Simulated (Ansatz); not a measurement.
Write a Python script for Ansatz 0.2.0, Python API that makes a rigid scan of one bond length of H2S2Si, SMILES [SiH2]1SS1. Level of theory (for the species named): PBE, def2-SVP basis, multiplicity 1.

```xyz
5

Si   -0.2649    0.2214   -0.2282
S     1.6738   -0.3188    0.2525
S     0.0793   -1.3041    1.1224
H    -0.6920   -0.1958   -1.5765
H    -0.7463    1.5236    0.3883
```

The script, `run_scan.py`:
```python
"""Stretching a bond of H2S2Si, the rest held rigid."""

import warnings

import ansatz as az
import numpy as np

warnings.simplefilter("ignore", az.DeckWarning)

system = (
    az.Crystal.molecule()
    .atom("Si", (-0.2649, 0.2214, -0.2282))
    .atom("S", (1.6738, -0.3188, 0.2525))
    .atom("S", (0.0793, -1.3041, 1.1224))
    .atom("H", (-0.692, -0.1958, -1.5765))
    .atom("H", (-0.7463, 1.5236, 0.3883))
)

symbols = [site.symbol for site in system.cartesian_sites]
start = np.array([site.position_ang for site in system.cartesian_sites])
axis = (start[4] - start[0]) / np.linalg.norm(start[4] - start[0])
moving = [4]
lengths, energies = [1.29, 1.4, 1.52, 1.67, 1.9, 2.28, 2.73, 3.34], []
for length in lengths:
    xyz = start.copy()
    xyz[moving] += (length - np.linalg.norm(start[4] - start[0])) * axis
    point = az.Crystal.molecule()
    for symbol, place in zip(symbols, xyz):
        point = point.atom(symbol, place.tolist())
    calculation = (
        point.calculation()
        .basis(gaussian="def2-SVP")  # the orbital basis, by name
        .functional("pbe")
    )
    rep = calculation.run().report
    energies.append(rep["free_energy_ev"])
    print(f"r = {length:6.3f} A  E = {energies[-1]:.5f} eV  <S^2> = {abs(rep['mean_field']['state']['spin_squared']):.3f}")

print("energy above the lowest point (eV):", [round(e - min(energies), 3) for e in energies])
```

```console
$ python run_scan.py
r =  1.290 A  E = -29557.93700 eV  <S^2> = 0.000
r =  1.400 A  E = -29558.34652 eV  <S^2> = 0.000
r =  1.520 A  E = -29558.42917 eV  <S^2> = 0.000
r =  1.670 A  E = -29558.22304 eV  <S^2> = 0.000
r =  1.900 A  E = -29557.60365 eV  <S^2> = 0.000
r =  2.280 A  E = -29556.43325 eV  <S^2> = 0.000
r =  2.730 A  E = -29555.29451 eV  <S^2> = 0.000
r =  3.340 A  E = -29554.29668 eV  <S^2> = 0.000
energy above the lowest point (eV): [0.492, 0.083, 0.0, 0.206, 0.826, 1.996, 3.135, 4.132]
```

What to keep in mind:
- Total energies depend on the basis set; only differences at equal settings carry meaning.
- The rest of the molecule is held rigid at a force-field or estimated start geometry, and the basis set is modest; single-reference methods fail as a bond breaks.
- The orbitals are restricted, so S² is zero by construction.
- Toward dissociation an unrestricted state can lie under the restricted one, by tenths of an eV for polar bonds under a functional and by 1 to 2 eV or more for others.
- Wall time of the script: 17 s on 1 thread of Arm Neoverse N1, with other jobs on the host, peak memory 0.17 GiB.
